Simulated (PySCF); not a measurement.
**Atomic charges against the basis set**

C₃H₅F₃.
SMILES with atom numbers: `[CH3:1][CH2:2][C:3]([F:4])([F:5])[F:6]` (hydrogens: H7, H8, H9 on C1; H10, H11 on C2)

PBE0 throughout (PySCF), one geometry, spherical d and f functions. Isolated species at its PBE0-D3(BJ)/def2-SVP geometry, gas phase. Atoms taken as equivalent share a column and are averaged.

Mulliken charges (e):

```tsv
basis	functions	C1	C2	C3	F4/F5/F6	H7/H8/H9	H10/H11
pcSseg-0	64	-0.659	-0.627	+0.976	-0.334	+0.252	+0.278
cc-pVDZ	109	-0.104	-0.145	+0.468	-0.175	+0.059	+0.064
pcSseg-1	127	-0.307	-0.334	+0.767	-0.272	+0.132	+0.147
aug-cc-pVDZ	183	+0.385	+0.168	+1.537	-0.487	-0.108	-0.152
cc-pVTZ	250	-0.307	-0.239	+0.493	-0.165	+0.109	+0.110
IGLO-III	260	-0.382	-0.215	+0.500	-0.197	+0.134	+0.144
```

IAO charges (e):

```
      basis  functions      C1      C2      C3  F4/F5/F6  H7/H8/H9  H10/H11
   pcSseg-0         64  -0.430  -0.327  +0.743    -0.265    +0.156   +0.170
    cc-pVDZ        109  -0.417  -0.303  +0.809    -0.283    +0.148   +0.158
   pcSseg-1        127  -0.416  -0.301  +0.811    -0.287    +0.149   +0.160
aug-cc-pVDZ        183  -0.428  -0.305  +0.819    -0.291    +0.153   +0.163
    cc-pVTZ        250  -0.431  -0.309  +0.827    -0.291    +0.154   +0.163
   IGLO-III        260  -0.431  -0.308  +0.823    -0.292    +0.154   +0.164
```

Hirshfeld charges (e):

| basis | functions | C1 | C2 | C3 | F4/F5/F6 | H7/H8/H9 | H10/H11 |
| --- | --- | --- | --- | --- | --- | --- | --- |
| pcSseg-0 | 64 | -0.102 | -0.074 | +0.259 | -0.099 | +0.041 | +0.046 |
| cc-pVDZ | 109 | -0.111 | -0.087 | +0.246 | -0.090 | +0.042 | +0.048 |
| pcSseg-1 | 127 | -0.116 | -0.091 | +0.259 | -0.095 | +0.044 | +0.051 |
| aug-cc-pVDZ | 183 | -0.123 | -0.099 | +0.253 | -0.095 | +0.048 | +0.056 |
| cc-pVTZ | 250 | -0.120 | -0.094 | +0.250 | -0.093 | +0.046 | +0.053 |
| IGLO-III | 260 | -0.123 | -0.097 | +0.252 | -0.095 | +0.048 | +0.056 |

ESP-fitted charges (e):

```tsv
basis	functions	C1	C2	C3	F4/F5/F6	H7/H8/H9	H10/H11
pcSseg-0	64	-0.281	-0.214	+0.871	-0.283	+0.095	+0.093
cc-pVDZ	109	-0.229	-0.075	+0.489	-0.184	+0.077	+0.068
pcSseg-1	127	-0.226	-0.085	+0.528	-0.198	+0.077	+0.072
aug-cc-pVDZ	183	-0.262	-0.075	+0.479	-0.187	+0.088	+0.077
cc-pVTZ	250	-0.266	-0.061	+0.431	-0.172	+0.088	+0.075
IGLO-III	260	-0.265	-0.070	+0.435	-0.176	+0.090	+0.080
```

Some averages cover members that differ in this geometry, most widely: F4/F5/F6, ESP-fitted in pcSseg-0 -0.305 to -0.271; F4/F5/F6, ESP-fitted in aug-cc-pVDZ -0.207 to -0.176; F4/F5/F6, ESP-fitted in IGLO-III -0.196 to -0.166; F4/F5/F6, ESP-fitted in cc-pVTZ -0.191 to -0.163 e.

Question: Which scheme is steadiest as the basis changes?

Answer: Largest range over the bases for any column: Hirshfeld 0.02 e, IAO 0.08 e, ESP-fitted 0.44 e, Mulliken 1.07 e. Hirshfeld charges move least and Mulliken charges most, counted in e.

Question: How much do the charges still move between the two largest bases, cc-pVTZ and IGLO-III?

Answer: At most, over all atoms: Mulliken 0.074 e, IAO 0.004 e, Hirshfeld 0.003 e, ESP-fitted 0.009 e.

Question: What do the same runs give for the total energy, the frontier levels and the dipole moment?

Answer: 
```tsv
basis	energy (Eh)	HOMO (eV)	LUMO (eV)	μ (D)
pcSseg-0	-415.4939	-10.37	2.13	2.43
cc-pVDZ	-416.4776	-10.00	1.92	2.14
pcSseg-1	-416.4225	-10.27	1.45	2.30
aug-cc-pVDZ	-416.5103	-10.24	-0.10	2.36
cc-pVTZ	-416.6141	-10.16	1.24	2.24
IGLO-III	-416.6410	-10.25	0.76	2.36
```

The dipole is fixed by the density alone, so its range of 0.29 D shows that the density itself changes with the basis, not only its division among atoms.
